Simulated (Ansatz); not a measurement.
`NBO` at its PBE0-D4/def2-TZVP geometry, where that method's forces vanish. Charge 0, multiplicity 1.

```xyz
7

N    -0.2130    0.5006    0.9195
B     0.2889   -0.1600   -0.2046
O    -0.5761   -0.4893   -1.2161
H    -1.1840    0.7445    1.0167
H     0.3649    0.7694    1.6934
H     1.4591   -0.4275   -0.2686
H    -0.1397   -0.9377   -1.9402
```

(1) What forces (eV/Å) does r2SCAN-D4/def2-TZVPP give on these atoms in Ansatz 0.2.0? (Estimate.)

## Answers

(1) The calculation gave: 
```
N1  -0.028  0.038  0.065
B2   0.205 -0.035  0.012
O3  -0.128 -0.019 -0.090
H4  -0.019  0.011  0.014
H5  -0.012  0.008  0.010
H6  -0.029  0.007  0.003
H7   0.011 -0.009 -0.014
```
